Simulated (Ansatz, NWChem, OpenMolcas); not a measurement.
**Errors in the vertical ionisation energy**

7 molecules of light elements (H to F); the vertical ionisation energy in eV, computed less measured. Shapes, held fixed at every level: PBE0-D4/def2-TZVP. No vibrational averaging. Programs: Ansatz 0.2.0, NWChem 7.3.0, OpenMolcas 26.06. A level may come from different programs for different species; with the same settings they agree closely. Measured values: NIST CCCBDB.

Levels: A = B3LYP/6-31G* (spherical functions); B = B3LYP-D4/def2-TZVPP; C = B2PLYP/STO-3G; D = B2PLYP/def2-TZVPP.

| molecule | measured | A | B | C | D |
| --- | --- | --- | --- | --- | --- |
| CO (carbon monoxide) | 14.01 | +0.01 | +0.17 | -2.08 | -0.02 |
| N2 (nitrogen) | 15.58 | +0.16 | +0.26 | -1.26 | +0.04 |
| HCN (SMILES C#N) | 13.61 | +0.01 | +0.14 | -1.04 | +0.17 |
| CO2 (SMILES O=C=O) | 13.78 | -0.11 | +0.04 | -2.74 | +0.11 |
| C2H2 (acetylene) | 11.49 | -0.35 | -0.10 | -1.06 | -0.10 |
| H2CO (formaldehyde) | 10.88 | -0.16 | 0.00 | -2.29 | -0.01 |
| CH4O (methanol) | 10.96 | -0.32 | -0.06 | -2.84 | -0.02 |

Q: Sum up the errors.

A: 
```csv
level,kind,mean error,mean absolute error,worst case
B3LYP/6-31G* (spherical functions),global hybrid,-0.109,0.160,C2H2
B3LYP-D4/def2-TZVPP,global hybrid,+0.064,0.110,N2
B2PLYP/STO-3G,double hybrid,-1.901,1.901,CH4O
B2PLYP/def2-TZVPP,double hybrid,+0.024,0.067,HCN
```

On this set B2PLYP/def2-TZVPP has the smallest mean absolute error and B2PLYP/STO-3G the largest. B2PLYP/STO-3G is too low in 7 of 7. The levels differ in basis as well as in method. The smallest two are near a tie. The set is small.
